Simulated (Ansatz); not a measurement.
Saddle point of CH5OS, doublet (CH₄O ([CH3][OH]) + HS → CH₃O ([CH2][OH]) + H₂S; bonds formed: H1–S4; bonds broken: H1–C2), PBE0-D4/def2-TZVP structure:

H1  (-0.101, -0.209, 0.786)
C2  (-0.619, 0.179, -0.606)
O3  (0.448, 0.451, -1.394)
S4  (0.524, -0.543, 2.084)
H5  (-1.130, -0.728, -0.913)
H6  (-1.245, 1.018, -0.300)
H7  (0.831, 1.297, -1.144)
H8  (1.293, -1.466, 1.486)
(Å)

Energies are electronic, without zero-point energy. Barriers and step energies count from the start structure reached by relaxing down the imaginary mode; all methods use the PBE0-D4 structures, on which another method's saddle can fall below an end. Program: Ansatz 0.2.0. Basis: def2-TZVPP, with def2-QZVPP for the basis limit. Cores are frozen in the correlated methods; orbitals are unrestricted. B3LYP uses VWN-RPA correlation. Extrapolation: Hartree–Fock as exp(−7.88 √X), correlation as X^−2.97.

```json
{"method": "SPW92", "barrier (kcal/mol)": "-1.93", "step energy (kcal/mol)": "0.68"}
{"method": "PBE-D4", "barrier (kcal/mol)": "?", "step energy (kcal/mol)": "2.94"}
{"method": "BLYP-D4", "barrier (kcal/mol)": "6.55", "step energy (kcal/mol)": "4.33"}
{"method": "r2SCAN-D4", "barrier (kcal/mol)": "5.99", "step energy (kcal/mol)": "3.31"}
{"method": "B97M-V", "barrier (kcal/mol)": "?", "step energy (kcal/mol)": "5.36"}
{"method": "PBE0-D4", "barrier (kcal/mol)": "8.46", "step energy (kcal/mol)": "4.83"}
{"method": "B3LYP-D4", "barrier (kcal/mol)": "10.03", "step energy (kcal/mol)": "5.72"}
{"method": "r2SCAN0-D4", "barrier (kcal/mol)": "?", "step energy (kcal/mol)": "4.77"}
{"method": "BHLYP-D4", "barrier (kcal/mol)": "15.41", "step energy (kcal/mol)": "7.90"}
{"method": "CAM-B3LYP-D4", "barrier (kcal/mol)": "12.52", "step energy (kcal/mol)": "6.27"}
{"method": "wB97X-V", "barrier (kcal/mol)": "12.47", "step energy (kcal/mol)": "6.05"}
{"method": "wB97M-V", "barrier (kcal/mol)": "12.76", "step energy (kcal/mol)": "5.60"}
{"method": "B2PLYP", "barrier (kcal/mol)": "13.01", "step energy (kcal/mol)": "6.80"}
{"method": "PBE-QIDH", "barrier (kcal/mol)": "13.04", "step energy (kcal/mol)": "6.71"}
{"method": "RPA on PBE", "barrier (kcal/mol)": "17.41", "step energy (kcal/mol)": "9.46"}
{"method": "HF", "barrier (kcal/mol)": "25.95", "step energy (kcal/mol)": "11.39"}
{"method": "MP2", "barrier (kcal/mol)": "16.13", "step energy (kcal/mol)": "8.08"}
{"method": "CCSD", "barrier (kcal/mol)": "17.57", "step energy (kcal/mol)": "8.74"}
{"method": "CCSD(T)", "barrier (kcal/mol)": "15.56", "step energy (kcal/mol)": "7.92"}
```

Q: Fill in the withheld barriers. (To be estimated.)

A: The calculation gives: B97M-V 9.54; PBE-D4 3.78; r2SCAN0-D4 9.61 kcal/mol. Each is the energy of the saddle less that of the start structure, by the same method.

For comparison, the barrier by CCSD(T) at an estimated basis limit (MP2 extrapolated from triple and quadruple zeta, plus CCSD(T) − MP2 in triple zeta) is 14.11 kcal/mol.

T1 diagnostic: at most 0.017. ⟨S²⟩ of the unrestricted Hartree–Fock references: 0.76 to 0.79 (a pure state has 0.75).

Labels in which every atom is bracketed show which atoms are joined, not bond orders.

For scale, one of the runs: CCSD(T)/def2-TZVPP, 174 basis functions (an equivalent command: `ansatz run in.yaml --threads 4`). The run took 77 s on 4 CPU threads (shared host), with 3.9 GiB of host memory at its peak.
